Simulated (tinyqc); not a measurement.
Inside a calculation. Method: CIS and TDHF on RHF in the sto-3g basis, for H2F+, spin multiplicity 1. One step of it, computed by the program tinyqc.

Question. TDHF (RPA) singlet states. B(ia,jb) = 2 (ia|jb) - (ib|ja); the squared energies are the eigenvalues of (A - B)(A + B); 1 hartree = 27.211386 eV.

CIS matrix A, singlet (hartree), lower triangle:
```
           1>6        1>7       2>6        2>7       3>6       3>7       4>6       4>7
1>6  25.923999
1>7   0.000000  25.975814
2>6   0.018641   0.000000  1.593838
2>7   0.000000   0.038151  0.000000   1.643093
3>6   0.000000  -0.001727  0.000000  -0.034062  0.693223
3>7  -0.020187   0.000000  0.047623   0.000000  0.000000  0.965357
4>6  -0.016348   0.000000  0.054124   0.000000  0.000000  0.138792  0.675064
4>7   0.000000  -0.019007  0.000000  -0.032658  0.036149  0.000000  0.000000  0.698073
5>6   0.000000   0.000000  0.000000   0.000000  0.000000  0.000000  0.000000  0.000000
5>7   0.000000   0.000000  0.000000   0.000000  0.000000  0.000000  0.000000  0.000000

          5>6       5>7
5>6  0.505083
5>7  0.000000  0.578848
```

Two-electron integrals over orbitals (pq|rs), unique and non-zero (hartree):
```
(11|11) 5.362632    (21|11) -0.502994   (21|21) 0.074980    (22|11) 1.203212
(22|21) -0.019149   (22|22) 0.860583    (31|31) 0.017809    (32|31) 0.026229
(32|32) 0.157643    (33|11) 0.994722    (33|21) -0.008295   (33|22) 0.761190
(33|33) 0.738502    (41|11) 0.141586    (41|21) -0.018053   (41|22) 0.014700
(41|33) 0.005314    (41|41) 0.027882    (42|11) -0.102110   (42|21) 0.008532
(42|22) 0.001216    (42|33) -0.008484   (42|41) 0.028247    (42|42) 0.156308
(43|31) -0.004279   (43|32) 0.004503    (43|43) 0.050044    (44|11) 1.136099
(44|21) -0.014278   (44|22) 0.802360    (44|33) 0.708524    (44|41) -0.010669
(44|42) -0.090948   (44|44) 0.868610    (51|51) 0.029594    (52|51) 0.039051
(52|52) 0.181160    (53|53) 0.038632    (54|51) -0.010292   (54|52) -0.037317
(54|54) 0.054349    (55|11) 1.264014    (55|21) -0.014152   (55|22) 0.879976
(55|33) 0.749965    (55|41) 0.004050    (55|42) -0.056121   (55|44) 0.823354
(55|55) 0.997514    (61|11) 0.203527    (61|21) -0.032339   (61|22) 0.002935
(61|33) 0.002006    (61|41) -0.005646   (61|42) -0.020313   (61|44) 0.014076
(61|55) 0.005620    (61|61) 0.021630    (62|11) -0.285181   (62|21) 0.006822
(62|22) -0.146965   (62|33) -0.093869   (62|41) -0.018544   (62|42) -0.043389
(62|44) -0.093255   (62|55) -0.148815   (62|61) 0.006484    (62|62) 0.080092
(63|31) -0.004391   (63|32) 0.018884    (63|43) 0.016696    (63|63) 0.061453
(64|11) -0.288957   (64|21) 0.003947    (64|22) -0.149734   (64|33) -0.093309
(64|41) -0.004100   (64|42) 0.022622    (64|44) -0.158966   (64|55) -0.158913
(64|61) 0.000051    (64|62) 0.060918    (64|64) 0.085433    (65|51) -0.013140
(65|52) -0.050820   (65|54) -0.008585   (65|65) 0.026566    (66|11) 0.718617
(66|21) -0.005673   (66|22) 0.585633    (66|33) 0.560152    (66|41) 0.016449
(66|42) 0.067713    (66|44) 0.546475    (66|55) 0.558426    (66|61) -0.006071
(66|62) -0.061598   (66|64) -0.031994   (66|66) 0.552785    (71|31) -0.016703
(71|32) -0.023575   (71|43) 0.004120    (71|63) 0.003755    (71|71) 0.015684
(72|31) -0.017165   (72|32) -0.063134   (72|43) 0.026028    (72|63) 0.027393
(72|71) 0.015509    (72|72) 0.054338    (73|11) -0.419138   (73|21) 0.008386
(73|22) -0.201423   (73|33) -0.163114   (73|41) 0.001295    (73|42) 0.064038
(73|44) -0.190805   (73|55) -0.227662   (73|61) -0.005475   (73|62) 0.068235
(73|64) 0.093954    (73|66) -0.020874   (73|73) 0.161264    (74|31) 0.008132
(74|32) 0.060254    (74|43) -0.005382   (74|63) 0.042632    (74|71) -0.007642
(74|72) -0.010113   (74|74) 0.053630    (75|53) -0.025146   (75|75) 0.018947
(76|31) 0.009237    (76|32) 0.088848    (76|43) 0.049115    (76|63) 0.074242
(76|71) -0.008580   (76|72) 0.010036    (76|74) 0.064441    (76|76) 0.152903
(77|11) 0.776341    (77|21) -0.007133   (77|22) 0.606301    (77|33) 0.609070
(77|41) 0.003722    (77|42) 0.012432    (77|44) 0.581289    (77|55) 0.590851
(77|61) 0.001822    (77|62) -0.043814   (77|64) -0.028239   (77|66) 0.543047
(77|73) -0.058266   (77|77) 0.575645
```

Give: TDHF matrix B, singlet; squared energies w^2; TDHF energies from the positive w^2.

Answer.

TDHF matrix B, singlet (hartree), lower triangle:
```
        1>6     1>7    2>6     2>7     3>6    3>7    4>6    4>7
1>6   0.022
1>7   0.000   0.016
2>6   0.006   0.000  0.080
2>7   0.000   0.016  0.000   0.054
3>6   0.000   0.013  0.000  -0.013   0.061
3>7  -0.015   0.000  0.109   0.000   0.000  0.161
4>6   0.000   0.000  0.061   0.000   0.000  0.145  0.085
4>7   0.000  -0.008  0.000  -0.010  -0.009  0.000  0.000  0.054
5>6   0.000   0.000  0.000   0.000   0.000  0.000  0.000  0.000
5>7   0.000   0.000  0.000   0.000   0.000  0.000  0.000  0.000

       5>6    5>7
5>6  0.027
5>7  0.000  0.019
```

squared energies w^2 (hartree^2): 0.254  0.335  0.377  0.430  0.530  0.956  2.531  2.704  672.055  674.746

TDHF energies from the positive w^2 (eV): 13.725  15.743  16.715  17.851  19.805  26.602  43.287  44.746  705.429  706.839
